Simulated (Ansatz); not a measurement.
Working through a single point from an input written key by key of C2H7NO2, SMILES COC(N)O

Computed with Ansatz's Python interface.

The script reads `c2h7no2.yaml`:
```yaml
crystal:
  periodic: [false, false, false]
  atoms:
    - { symbol: C, position_ang: [-1.6255, 0.4571, -0.1056] }
    - { symbol: O, position_ang: [-0.6619, -0.4056, 0.2935] }
    - { symbol: C, position_ang: [0.5619, -0.053, -0.255] }
    - { symbol: "N", position_ang: [1.5851, -1.0713, 0.1509] }
    - { symbol: O, position_ang: [1.0806, 1.1259, 0.2929] }
    - { symbol: H, position_ang: [-1.7598, 0.5322, -1.2098] }
    - { symbol: H, position_ang: [-1.4495, 1.5121, 0.2636] }
    - { symbol: H, position_ang: [-2.5867, 0.1769, 0.2927] }
    - { symbol: H, position_ang: [0.56, 0.0478, -1.2904] }
    - { symbol: H, position_ang: [1.2279, -1.9199, -0.3243] }
    - { symbol: H, position_ang: [1.247, -1.2939, 1.1406] }
    - { symbol: H, position_ang: [1.8979, 0.8363, 0.785] }
basis:
  gaussian: { orbitals: def2-SVP }
hamiltonian:
  xc: pbe
```

The cells in order, each with its output:

In [1]:
```python
import ansatz as az
```

In [2]:
```python
session = az.Session.from_deck("c2h7no2.yaml")
r = session.plan(threads=1).execute().report

for key in ("converged", "free_energy_ev", "reference_energy_ev", "n_frozen", "n_occupied", "n_virtual"):
    print(f"{key:22s} {r[key]}")
symbols = ["C", "O", "C", "N", "O", "H", "H", "H", "H", "H", "H", "H"]
field = r["mean_field"]
print("<S^2> =", round(abs(field["state"]["spin_squared"]), 4), " all-electron relativity setting:", field["relativity"])
print("passes:", field["passes"])
if "symmetry" in field:
    print("occupied orbitals by irrep:", field["symmetry"]["occupied"])
```
```text
converged              True
free_energy_ev         -7756.511798877104
reference_energy_ev    -7756.511798877104
n_frozen               0
n_occupied             [21, 21]
n_virtual              [84, 84]
<S^2> = 0.0  all-electron relativity setting: none
passes: {'evaluations': 16, 'products': 11}
occupied orbitals by irrep: [{'A': 21}, {'A': 21}]
```

Reading the output:
- Total energies depend on the basis set; only differences at equal settings carry meaning.
- The geometry is a force-field or estimated start, not a minimum of this method, and the basis set is short of its limit.
- Wall time of the script: 4.5 s on 1 thread of Arm Neoverse N1, with other jobs on the host, peak memory 0.17 GiB.

(Lines on the test bed's own set-up are left out of the output.)
